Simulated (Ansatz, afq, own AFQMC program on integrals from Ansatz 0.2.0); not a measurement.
## Where AFQMC and coupled cluster stand for H2O⁻, doublet

```xyz
3

O     0.0000   -0.0511    0.0000
H     0.0000    0.4055    0.8641
H     0.0000    0.4055   -0.8641
```

Basis aug-cc-pVDZ. Only valence electrons are correlated. Ansatz 0.2.0 and our own AFQMC program on the same integrals; the CISD trial comes from CCSD amplitudes, and released means the phaseless constraint is let go. ± is one standard error of the sampling.

Determinant: UHF, the one that the program's search chose, which needn't be the lowest solution. The geometry is a point of a scan.

No full CI on the walks' own integrals is used here; CCSDT(Q) serves as the reference and is uncertain by about the last step of the cluster series.

* T1 diagnostic: 0.0197
* weight of the determinant in the CISD state: 0.927
* ⟨S²⟩ of the determinant: 0.750
* size of the correlated space: 9 electrons in 40 orbitals

| level | correlation energy (eV) |
| --- | --- |
| MP2 | -6.1901 |
| CCSD | -6.4015 |
| CCSD(T) | -6.5714 |

Question: Estimate where AFQMC with the constraint released lies against CCSD(T) on the same integrals.

Answer: 0.2 ± 1.5 kJ/mol below CCSD(T). The gap is under twice the noise, so this walk alone can't tell the two apart.

Reference: CCSDT(Q), correlation energy -6.595 eV. The released energy is read at 2.40 1/Eh (meV from the phaseless value at times in 1/Eh: -14 ± 17 at 0.24, -13 ± 12 at 0.51, -18 ± 12 at 0.99, -2 ± 16 at 1.62, 6 ± 16 at 2.40).

```csv
level,E − E(reference) (kJ/mol),share of correlation (%)
CCSD(T),2.3,99.64
CCSDT,1.5,99.77
ph-AFQMC/CISD,1.5 ± 0.9,99.76
released AFQMC,2.1 ± 1.5,99.67
```

A walk keeps the symmetry of its determinant, which the program's search chose and which needn't be the lowest solution, so a lower state of the same spin and another symmetry isn't excluded. Released energies are given only where the last usable release times agree within the noise; a slower fall can still hide under it.
